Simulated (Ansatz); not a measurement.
**SiH2O: taking an electron away**

The task here is to estimate one member of a computed series from the others.

Method: unrestricted cation, the program's frozen cores in correlated methods; program: Ansatz 0.2.0, Gaussian basis.

Levels to be run: UKS PBE-D4/def2-TZVPP; UKS r2SCAN-D4/def2-TZVPP; UKS PBE0-D4/def2-TZVPP; UKS B3LYP-D4/def2-TZVPP; UKS wB97X-V/def2-TZVPP; UKS wB97M-V/def2-TZVPP; UKS B2PLYP/def2-TZVPP; UHF-CCSD(T)/def2-TZVPP; UHF-CCSD(T)/def2-QZVPP; extrapolation to the limit; then −ε(HOMO) from the neutral's earlier runs with LDA (SPW92), PBE-D4, revPBE-D4, BLYP-D4, r2SCAN-D4, B97M-V, PBE0-D4, B3LYP-D4, r2SCANh-D4, r2SCAN0-D4, HSE06-D4, BHLYP-D4, CAM-B3LYP-D4, LC-ωPBE, ωB97X-V, ωB97M-V.

### The geometry

All runs share one geometry, relaxed beforehand with PBE0-D4 in a triple-zeta def2 set.

SMILES `O=[SiH2]`, 4 atoms, charge 0, spin multiplicity 1.

Atoms are counted from 1 here; the program's logs count them from 0.

Bond lengths: O1–Si2 1.516 Å, Si2–H3 1.486 Å, Si2–H4 1.486 Å. Angles: O1–Si2–H3 124.0°, O1–Si2–H4 124.0°, H3–Si2–H4 111.9°.

The first run:

in.yaml reads:

```yaml
crystal:
  periodic: [false, false, false]
  atoms:
    - {symbol: O, position_ang: [-0.283156, 0.413530, 1.469530]}
    - {symbol: Si, position_ang: [-0.006739, 0.009821, 0.034925]}
    - {symbol: H, position_ang: [0.439857, -1.345997, -0.376196]}
    - {symbol: H, position_ang: [-0.149952, 0.922656, -1.128260]}
basis:
  gaussian: {orbitals: def2-TZVPP}
total_charge: 1
magnetization: {spin_polarized: true, initial_magnetization: 1}
hamiltonian: {xc: pbe, dispersion: d4}
```

Steps of the session up to this table: Cation, UKS PBE-D4/def2-TZVPP; Cation, UKS r2SCAN-D4/def2-TZVPP; Cation, UKS PBE0-D4/def2-TZVPP; Cation, UKS B3LYP-D4/def2-TZVPP; Cation, UKS wB97X-V/def2-TZVPP; Cation, UKS wB97M-V/def2-TZVPP; Cation, UKS B2PLYP (frozen core)/def2-TZVPP; Cation, UHF-CCSD(T)/def2-TZVPP; Cation, UHF-CCSD(T)/def2-QZVPP.

One of the session's tables, all rows but one given; the rest of the session is left out.

It belongs to the step «Ionisation energies side by side». For comparison, −ε(HOMO) of the neutral from earlier runs:

```
  functional  −ε(HOMO) (eV)
 LDA (SPW92)              ?
      PBE-D4           6.78
   revPBE-D4           6.72
     BLYP-D4           6.67
   r2SCAN-D4           7.08
      B97M-V           7.18
     PBE0-D4           8.28
    B3LYP-D4           8.04
  r2SCANh-D4           7.65
  r2SCAN0-D4           8.51
    HSE06-D4           7.88
    BHLYP-D4           9.73
CAM-B3LYP-D4           9.72
     LC-ωPBE          11.05
     ωB97X-V          10.71
     ωB97M-V          10.66
```

**Question.** Estimate the row for LDA (SPW92).

As computed: −ε(HOMO) (eV): 6.92. In the column «−ε(HOMO) (eV)» it lies between PBE-D4 (6.78) and r2SCAN-D4 (7.08).
